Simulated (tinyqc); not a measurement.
Worked calculation: RHF in the sto-3g basis, for HF, spin multiplicity 1. Computed by tinyqc, a small Python program that keeps every step (integrals from PySCF). Settings: charge = 0, multiplicity = 1, basis = sto-3g, energy threshold = 1e-08, iteration cap = 77, orthogonalisation = symmetric, start = Wolfsberg-Helmholz matrix, DIIS depth = 6, method = RHF. Command: `OMP_NUM_THREADS=1 python tinyqc.py 26087 26088 out.jsonl` (the two numbers bound the seeds that draw the settings). One thread of a shared host (Intel(R) Xeon(R) Processor @ 2.60GHz), about 0.06 s of CPU time with the checks. Later iterations appear only in the table of the cycle.

## One-electron integrals

Geometry (angstrom):
```
atom,x,y,z
F,0.00000,0.00000,0.00000
H,0.00000,0.00000,0.93200
```

Basis sto-3g: exponents (1/bohr^2) and contraction coefficients of normalised primitives:
```
element,l (shell),exponent,coefficient
F,s (1),166.67913,0.15433
F,s (1),30.36081,0.53533
F,s (1),8.21682,0.44463
F,s (2),6.46480,-0.09997
F,s (2),1.50228,0.39951
F,s (2),0.48859,0.70012
F,p (3),6.46480,0.15592
F,p (3),1.50228,0.60768
F,p (3),0.48859,0.39196
H,s (1),3.42525,0.15433
H,s (1),0.62391,0.53533
H,s (1),0.16886,0.44463
```

Overlap, kinetic and nuclear-attraction integrals over the contracted functions; the nuclear repulsion is the sum of Za Zb / Rab.

nuclear repulsion = 5.1100804 hartree

overlap S, lower triangle:
```
,1F 1s,1F 2s,1F 2px,1F 2py,1F 2pz,2H 1s
1F 1s,1.00000
1F 2s,0.23799,1.00000
1F 2px,0.00000,0.00000,1.00000
1F 2py,0.00000,0.00000,0.00000,1.00000
1F 2pz,0.00000,0.00000,0.00000,0.00000,1.00000
2H 1s,0.04774,0.43887,0.00000,0.00000,0.34404,1.00000
```

kinetic energy T (hartree), lower triangle:
```
,1F 1s,1F 2s,1F 2px,1F 2py,1F 2pz,2H 1s
1F 1s,36.98458
1F 2s,-0.21286,1.03800
1F 2px,0.00000,0.00000,3.24801
1F 2py,0.00000,0.00000,0.00000,3.24801
1F 2pz,0.00000,0.00000,0.00000,0.00000,3.24801
2H 1s,-0.00086,0.12073,0.00000,0.00000,0.26279,0.76003
```

nuclear attraction V (hartree), lower triangle:
```
,1F 1s,1F 2s,1F 2px,1F 2py,1F 2pz,2H 1s
1F 1s,-77.57737
1F 2s,-9.31194,-12.10503
1F 2px,0.00000,0.00000,-11.97462
1F 2py,0.00000,0.00000,0.00000,-11.97462
1F 2pz,-0.01458,-0.17499,0.00000,0.00000,-12.08724
2H 1s,-1.92489,-4.10766,0.00000,0.00000,-2.85832,-6.13160
```

core Hamiltonian H = T + V (hartree), lower triangle:
```
,1F 1s,1F 2s,1F 2px,1F 2py,1F 2pz,2H 1s
1F 1s,-40.59279
1F 2s,-9.52479,-11.06703
1F 2px,0.00000,0.00000,-8.72661
1F 2py,0.00000,0.00000,0.00000,-8.72661
1F 2pz,-0.01458,-0.17499,0.00000,0.00000,-8.83922
2H 1s,-1.92575,-3.98693,0.00000,0.00000,-2.59553,-5.37157
```

## Two-electron integrals

Functions are numbered as in S; the eight-fold symmetry (ij|kl) = (ji|kl) = (kl|ij) leaves the list below.

Two-electron integrals (ij|kl) in chemists' order, unique and non-zero (hartree):
```
i,j,k,l,(ij|kl)
1,1,1,1,5.40350
2,1,1,1,0.84192
2,1,2,1,0.15630
2,2,1,1,1.26803
2,2,2,1,0.29234
2,2,2,2,0.92617
3,1,3,1,0.02800
3,2,3,1,0.04317
3,2,3,2,0.20459
3,3,1,1,1.26450
3,3,2,1,0.29240
3,3,2,2,0.92596
3,3,3,3,0.99751
4,1,4,1,0.02800
4,2,4,1,0.04317
4,2,4,2,0.20459
4,3,4,3,0.05377
4,4,1,1,1.26450
4,4,2,1,0.29240
4,4,2,2,0.92596
4,4,3,3,0.88997
4,4,4,4,0.99751
5,1,5,1,0.02800
5,2,5,1,0.04317
5,2,5,2,0.20459
5,3,5,3,0.05377
5,4,5,4,0.05377
5,5,1,1,1.26450
5,5,2,1,0.29240
5,5,2,2,0.92596
5,5,3,3,0.88997
5,5,4,4,0.88997
5,5,5,5,0.99751
6,1,1,1,0.17172
6,1,2,1,0.03159
6,1,2,2,0.05864
6,1,3,3,0.05855
6,1,4,4,0.05855
6,1,5,1,0.00129
6,1,5,2,0.00241
6,1,5,5,0.05882
6,1,6,1,0.00645
6,2,1,1,0.41235
6,2,2,1,0.09625
6,2,2,2,0.33761
6,2,3,3,0.33283
6,2,4,4,0.33283
6,2,5,1,0.00652
6,2,5,2,0.04978
6,2,5,5,0.34684
6,2,6,1,0.01970
6,2,6,2,0.14840
6,3,3,1,0.01034
6,3,3,2,0.06027
6,3,5,3,0.01061
6,3,6,3,0.02259
6,4,4,1,0.01034
6,4,4,2,0.06027
6,4,5,4,0.01061
6,4,6,4,0.02259
6,5,1,1,0.27069
6,5,2,1,0.06403
6,5,2,2,0.24052
6,5,3,3,0.23006
6,5,4,4,0.23006
6,5,5,1,0.01416
6,5,5,2,0.09420
6,5,5,5,0.26118
6,5,6,1,0.01369
6,5,6,2,0.12956
6,5,6,5,0.13490
6,6,1,1,0.54434
6,6,2,1,0.12915
6,6,2,2,0.52061
6,6,3,3,0.50232
6,6,4,4,0.50232
6,6,5,1,0.01161
6,6,5,2,0.12285
6,6,5,5,0.55655
6,6,6,1,0.02664
6,6,6,2,0.28565
6,6,6,5,0.28965
6,6,6,6,0.77461
```

## Orthogonalisation

S = U s U^T; symmetric (Loewdin) form X = U s^(-1/2) U^T, so that X^T S X = 1.

eigenvalues of S: 0.42344  0.84566  1.00000  1.00000  1.12417  1.60672

X, lower triangle:
```
,1F 1s,1F 2s,1F 2px,1F 2py,1F 2pz,2H 1s
1F 1s,1.02327
1F 2s,-0.13299,1.12098
1F 2px,0.00000,0.00000,1.00000
1F 2py,0.00000,0.00000,0.00000,1.00000
1F 2pz,-0.00732,0.07581,0.00000,0.00000,1.05816
2H 1s,0.02231,-0.28202,0.00000,0.00000,-0.21711,1.15385
```

## Starting guess

The start is the generalised Wolfsberg-Helmholz matrix (K = 1.75) built on H; D = 2 C_occ C_occ^T.

D at the start, lower triangle:
```
,1F 1s,1F 2s,1F 2px,1F 2py,1F 2pz,2H 1s
1F 1s,2.08448
1F 2s,-0.34653,1.49675
1F 2px,0.00000,0.00000,2.00000
1F 2py,0.00000,0.00000,0.00000,2.00000
1F 2pz,0.10388,-0.39040,0.00000,0.00000,1.76088
2H 1s,-0.17587,0.48579,0.00000,0.00000,0.24632,0.24374
```

## Iteration 1: building the Fock matrix

J_ij = sum D_kl (ij|kl), K_ij = sum D_kl (ik|jl); F = H + J - 0.5 K; E = tr D H + tr D J / 2 - 0.25 tr D K + E_nn.

Coulomb J (hartree), lower triangle:
```
,1F 1s,1F 2s,1F 2px,1F 2py,1F 2pz,2H 1s
1F 1s,20.46881
1F 2s,3.91413,9.71392
1F 2px,0.00000,0.00000,9.69976
1F 2py,0.00000,0.00000,0.00000,9.69976
1F 2pz,-0.01220,-0.02690,0.00000,0.00000,9.71612
2H 1s,0.79011,3.47340,0.00000,0.00000,2.44755,5.31983
```

exchange K (hartree), lower triangle:
```
,1F 1s,1F 2s,1F 2px,1F 2py,1F 2pz,2H 1s
1F 1s,11.04772
1F 2s,1.95182,3.04289
1F 2px,0.00000,0.00000,2.59756
1F 2py,0.00000,0.00000,0.00000,2.59756
1F 2pz,0.00901,-0.13767,0.00000,0.00000,2.55434
2H 1s,0.40336,1.24864,0.00000,0.00000,0.77094,1.05114
```

Fock matrix F (hartree), lower triangle:
```
,1F 1s,1F 2s,1F 2px,1F 2py,1F 2pz,2H 1s
1F 1s,-25.64783
1F 2s,-6.58658,-2.87456
1F 2px,0.00000,0.00000,-0.32563
1F 2py,0.00000,0.00000,0.00000,-0.32563
1F 2pz,-0.03129,-0.13306,0.00000,0.00000,-0.40027
2H 1s,-1.33732,-1.13785,0.00000,0.00000,-0.53346,-0.57730
```

total energy of this density = -98.3142242 hartree

## Iteration 1: diagonalisation and new density

Diagonalise F' = X^T F X, C = X C', fill 5 alpha and 5 beta electrons from the bottom; D = 2 C_occ C_occ^T. Each column has its largest component positive (the first on a tie).

F' = X^T F X (hartree), lower triangle:
```
,1,2,3,4,5,6
1,-25.16757
2,-3.43238,-1.53023
3,0.00000,0.00000,-0.32563
4,0.00000,0.00000,0.00000,-0.32563
5,-0.05635,0.05743,0.00000,0.00000,-0.22853
6,-0.17649,-0.62613,0.00000,0.00000,-0.50930,-0.02302
```

orbital energies (hartree): MO1 -25.65870, MO2 -1.33982, MO3 -0.51207, MO4 -0.32563, MO5 -0.32563, MO6 0.56125

coefficients C:
```
,MO1,MO2,MO3,MO4,MO5,MO6
1F 1s,0.99442,-0.23779,0.09841,0.00000,0.00000,0.10099
1F 2s,0.02376,0.87191,-0.46838,0.00000,0.00000,-0.61596
1F 2px,0.00000,0.00000,0.00000,-0.39307,0.91951,0.00000
1F 2py,0.00000,0.00000,0.00000,0.91951,0.39307,0.00000
1F 2pz,0.00341,0.13442,0.76164,0.00000,0.00000,-0.75793
2H 1s,-0.00627,0.24441,0.40414,0.00000,0.00000,1.11150
```

D after iteration 1, lower triangle:
```
,1F 1s,1F 2s,1F 2px,1F 2py,1F 2pz,2H 1s
1F 1s,2.11022
1F 2s,-0.45961,1.96034
1F 2px,0.00000,0.00000,2.00000
1F 2py,0.00000,0.00000,0.00000,2.00000
1F 2pz,0.09276,-0.47890,0.00000,0.00000,1.19637
2H 1s,-0.04916,0.04733,0.00000,0.00000,0.68128,0.44621
```

Within a degenerate level the vectors are fixed only up to a rotation; this is one choice.

## Iteration 2: building the Fock matrix

As before.

Coulomb J (hartree), lower triangle:
```
,1F 1s,1F 2s,1F 2px,1F 2py,1F 2pz,2H 1s
1F 1s,20.31914
1F 2s,3.87636,9.62054
1F 2px,0.00000,0.00000,9.61787
1F 2py,0.00000,0.00000,0.00000,9.61787
1F 2pz,-0.01119,-0.00030,0.00000,0.00000,9.59934
2H 1s,0.78257,3.45941,0.00000,0.00000,2.45297,5.37487
```

exchange K (hartree), lower triangle:
```
,1F 1s,1F 2s,1F 2px,1F 2py,1F 2pz,2H 1s
1F 1s,11.07131
1F 2s,1.91980,3.09636
1F 2px,0.00000,0.00000,2.61658
1F 2py,0.00000,0.00000,0.00000,2.61658
1F 2pz,0.00479,-0.14173,0.00000,0.00000,2.25253
2H 1s,0.40586,1.20199,0.00000,0.00000,0.85770,1.18132
```

Fock matrix F (hartree), lower triangle:
```
,1F 1s,1F 2s,1F 2px,1F 2py,1F 2pz,2H 1s
1F 1s,-25.80931
1F 2s,-6.60833,-2.99467
1F 2px,0.00000,0.00000,-0.41704
1F 2py,0.00000,0.00000,0.00000,-0.41704
1F 2pz,-0.02816,-0.10442,0.00000,0.00000,-0.36615
2H 1s,-1.34611,-1.12852,0.00000,0.00000,-0.57142,-0.58736
```

total energy of this density = -98.5517207 hartree

## Iteration 2: DIIS over 2 matrices

error matrix X^T (FDS - SDF) X:
```
,1,2,3,4,5,6
1,0.00000,-0.00956,0.00000,0.00000,-0.03060,0.03653
2,0.00956,0.00000,0.00000,0.00000,0.11890,-0.10328
3,0.00000,0.00000,0.00000,0.00000,0.00000,0.00000
4,0.00000,0.00000,0.00000,0.00000,0.00000,0.00000
5,0.03060,-0.11890,0.00000,0.00000,0.00000,0.12375
6,-0.03653,0.10328,0.00000,0.00000,-0.12375,0.00000
```

B (overlaps of the stored error matrices):
```
,1,2
1,1.3787341e+00,2.7878935e-01
2,2.7878935e-01,8.4958921e-02
```

Minimise |sum c_i e_i|^2 with sum c_i = 1: solve [B -1; -1 0][c; lambda] = [0; -1] with B_ij = tr e_i^T e_j, and take F = sum c_i F_i.

DIIS coefficients: -0.21391  1.21391

extrapolated F (hartree), lower triangle:
```
,1F 1s,1F 2s,1F 2px,1F 2py,1F 2pz,2H 1s
1F 1s,-25.84385
1F 2s,-6.61298,-3.02037
1F 2px,0.00000,0.00000,-0.43659
1F 2py,0.00000,0.00000,0.00000,-0.43659
1F 2pz,-0.02749,-0.09830,0.00000,0.00000,-0.35885
2H 1s,-1.34799,-1.12652,0.00000,0.00000,-0.57954,-0.58951
```

## Iteration 2: diagonalisation and new density

As before.

F' = X^T F X (hartree), lower triangle:
```
,1,2,3,4,5,6
1,-25.36873
2,-3.41137,-1.70994
3,0.00000,0.00000,-0.43659
4,0.00000,0.00000,0.00000,-0.43659
5,-0.05498,0.09998,0.00000,0.00000,-0.15725
6,-0.19256,-0.57650,0.00000,0.00000,-0.58017,-0.02929
```

orbital energies (hartree): MO1 -25.85373, MO2 -1.44843, MO3 -0.58192, MO4 -0.43659, MO5 -0.43659, MO6 0.61886

coefficients C:
```
,MO1,MO2,MO3,MO4,MO5,MO6
1F 1s,0.99469,-0.24802,0.08429,0.00000,0.00000,0.08528
1F 2s,0.02258,0.93004,-0.43792,0.00000,0.00000,-0.54984
1F 2px,0.00000,0.00000,0.00000,0.08722,0.99619,0.00000
1F 2py,0.00000,0.00000,0.00000,0.99619,-0.08722,0.00000
1F 2pz,0.00300,0.09038,0.70191,0.00000,0.00000,-0.81962
2H 1s,-0.00565,0.17077,0.52014,0.00000,0.00000,1.07647
```

D after iteration 2, lower triangle:
```
,1F 1s,1F 2s,1F 2px,1F 2py,1F 2pz,2H 1s
1F 1s,2.11607
1F 2s,-0.49024,2.11451
1F 2px,0.00000,0.00000,2.00000
1F 2py,0.00000,0.00000,0.00000,2.00000
1F 2pz,0.07947,-0.44652,0.00000,0.00000,1.00171
2H 1s,-0.00826,-0.13817,0.00000,0.00000,0.76102,0.59948
```

Within a degenerate level the vectors are fixed only up to a rotation; this is one choice.

## Iteration 3: building the Fock matrix

As before.

Coulomb J (hartree), lower triangle:
```
,1F 1s,1F 2s,1F 2px,1F 2py,1F 2pz,2H 1s
1F 1s,20.23619
1F 2s,3.85675,9.57029
1F 2px,0.00000,0.00000,9.57185
1F 2py,0.00000,0.00000,0.00000,9.57185
1F 2pz,-0.00741,0.02738,0.00000,0.00000,9.54049
2H 1s,0.77884,3.45451,0.00000,0.00000,2.46155,5.41083
```

exchange K (hartree), lower triangle:
```
,1F 1s,1F 2s,1F 2px,1F 2py,1F 2pz,2H 1s
1F 1s,11.07352
1F 2s,1.91092,3.09563
1F 2px,0.00000,0.00000,2.61882
1F 2py,0.00000,0.00000,0.00000,2.61882
1F 2pz,0.00519,-0.10552,0.00000,0.00000,2.11595
2H 1s,0.40503,1.18555,0.00000,0.00000,0.88132,1.24592
```

Fock matrix F (hartree), lower triangle:
```
,1F 1s,1F 2s,1F 2px,1F 2py,1F 2pz,2H 1s
1F 1s,-25.89336
1F 2s,-6.62351,-3.04456
1F 2px,0.00000,0.00000,-0.46416
1F 2py,0.00000,0.00000,0.00000,-0.46416
1F 2pz,-0.02458,-0.09485,0.00000,0.00000,-0.35671
2H 1s,-1.34943,-1.12520,0.00000,0.00000,-0.57464,-0.58369
```

total energy of this density = -98.5719263 hartree

## Iteration 3: DIIS over 3 matrices

error matrix X^T (FDS - SDF) X:
```
,1,2,3,4,5,6
1,0.00000,-0.00126,0.00000,0.00000,-0.00450,0.00574
2,0.00126,0.00000,0.00000,0.00000,0.01360,-0.01776
3,0.00000,0.00000,0.00000,0.00000,0.00000,0.00000
4,0.00000,0.00000,0.00000,0.00000,0.00000,0.00000
5,0.00450,-0.01360,0.00000,0.00000,0.00000,-0.00148
6,-0.00574,0.01776,0.00000,0.00000,0.00148,0.00000
```

B (overlaps of the stored error matrices), lower triangle:
```
,1,2,3
1,1.3787341e+00
2,2.7878935e-01,8.4958921e-02
3,2.5186089e-02,7.2543843e-03,1.1146409e-03
```

As before.

DIIS coefficients: -0.00600  -0.06506  1.07105

extrapolated F (hartree), lower triangle:
```
,1F 1s,1F 2s,1F 2px,1F 2py,1F 2pz,2H 1s
1F 1s,-25.90030
1F 2s,-6.62471,-3.04883
1F 2px,0.00000,0.00000,-0.46806
1F 2py,0.00000,0.00000,0.00000,-0.46806
1F 2pz,-0.02431,-0.09399,0.00000,0.00000,-0.35583
2H 1s,-1.34972,-1.12491,0.00000,0.00000,-0.57510,-0.58349
```

## Iteration 3: diagonalisation and new density

As before.

F' = X^T F X (hartree), lower triangle:
```
,1,2,3,4,5,6
1,-25.42528
2,-3.41235,-1.74338
3,0.00000,0.00000,-0.46806
4,0.00000,0.00000,0.00000,-0.46806
5,-0.05187,0.10113,0.00000,0.00000,-0.15521
6,-0.19427,-0.56797,0.00000,0.00000,-0.57718,-0.02615
```

orbital energies (hartree): MO1 -25.91009, MO2 -1.46986, MO3 -0.58348, MO4 -0.46806, MO5 -0.46806, MO6 0.61341

coefficients C:
```
,MO1,MO2,MO3,MO4,MO5,MO6
1F 1s,0.99472,-0.24984,0.08047,0.00000,0.00000,0.08331
1F 2s,0.02247,0.94077,-0.42414,0.00000,0.00000,-0.54234
1F 2px,0.00000,0.00000,0.00000,-0.07871,0.99690,0.00000
1F 2py,0.00000,0.00000,0.00000,0.99690,0.07871,0.00000
1F 2pz,0.00286,0.08359,0.70022,0.00000,0.00000,-0.82179
2H 1s,-0.00561,0.15516,0.52706,0.00000,0.00000,1.07547
```

D after iteration 3, lower triangle:
```
,1F 1s,1F 2s,1F 2px,1F 2py,1F 2pz,2H 1s
1F 1s,2.11674
1F 2s,-0.49365,2.13089
1F 2px,0.00000,0.00000,2.00000
1F 2py,0.00000,0.00000,0.00000,2.00000
1F 2pz,0.07661,-0.43657,0.00000,0.00000,0.99460
2H 1s,-0.00386,-0.15541,0.00000,0.00000,0.76403,0.60380
```

Within a degenerate level the vectors are fixed only up to a rotation; this is one choice.

## Iteration 6 (converged): orbitals

converged F (hartree), lower triangle:
```
,1F 1s,1F 2s,1F 2px,1F 2py,1F 2pz,2H 1s
1F 1s,-25.89157
1F 2s,-6.62293,-3.04506
1F 2px,0.00000,0.00000,-0.46371
1F 2py,0.00000,0.00000,0.00000,-0.46371
1F 2pz,-0.02390,-0.09556,0.00000,0.00000,-0.35454
2H 1s,-1.34935,-1.12335,0.00000,0.00000,-0.57436,-0.58114
```

As before.

F' = X^T F X (hartree), lower triangle:
```
,1,2,3,4,5,6
1,-25.41656
2,-3.41198,-1.74010
3,0.00000,0.00000,-0.46371
4,0.00000,0.00000,0.00000,-0.46371
5,-0.05120,0.09912,0.00000,0.00000,-0.15428
6,-0.19435,-0.56724,0.00000,0.00000,-0.57647,-0.02424
```

orbital energies (hartree): MO1 -25.90137, MO2 -1.46658, MO3 -0.58072, MO4 -0.46371, MO5 -0.46371, MO6 0.61350

coefficients C:
```
,MO1,MO2,MO3,MO4,MO5,MO6
1F 1s,0.99472,-0.24978,0.08084,0.00000,0.00000,0.08319
1F 2s,0.02249,0.94044,-0.42537,0.00000,0.00000,-0.54195
1F 2px,0.00000,0.00000,0.00000,-0.16780,0.98582,0.00000
1F 2py,0.00000,0.00000,0.00000,0.98582,0.16780,0.00000
1F 2pz,0.00284,0.08519,0.70046,0.00000,0.00000,-0.82142
2H 1s,-0.00561,0.15533,0.52633,0.00000,0.00000,1.07580
```

D after iteration 6, lower triangle:
```
,1F 1s,1F 2s,1F 2px,1F 2py,1F 2pz,2H 1s
1F 1s,2.11678
1F 2s,-0.49385,2.13172
1F 2px,0.00000,0.00000,2.00000
1F 2py,0.00000,0.00000,0.00000,2.00000
1F 2pz,0.07634,-0.43554,0.00000,0.00000,0.99583
2H 1s,-0.00366,-0.15587,0.00000,0.00000,0.76378,0.60236
```

Within a degenerate level the vectors are fixed only up to a rotation; this is one choice.

## Convergence

Stop when the energy changes by less than 1e-08 hartree and every element of the error matrix X^T (F D S - S D F) X is below 3e-05.

Course of the cycle:
```
iteration,E (hartree),change,largest element of the error matrix
1,-98.3142242,-,5.10e-01
2,-98.5517207,-2.37e-01,1.24e-01
3,-98.5719263,-2.02e-02,1.78e-02
4,-98.5720989,-1.73e-04,1.64e-03
5,-98.5721007,-1.82e-06,7.20e-05
6,-98.5721007,-2.86e-09,4.98e-06
```

PySCF RHF in the same basis = -98.5721007 hartree

Converged in 6 iterations.

## Populations, bond orders and dipole

Mulliken: Z minus the diagonal of D S on the atom; Loewdin: the same with S^(1/2) D S^(1/2); Mayer order: 2 sum_s sum (D(s) S)_ij (D(s) S)_ji over the two atoms.

Charges (e):
```
atom,Mulliken,Loewdin
1F,-0.20345,-0.14789
2H,0.20345,0.14789
```

Mayer bond orders:
```
pair,order
2-1,0.95861
```

dipole moment about the origin, x y z (debye): 0.00000  0.00000  1.27408
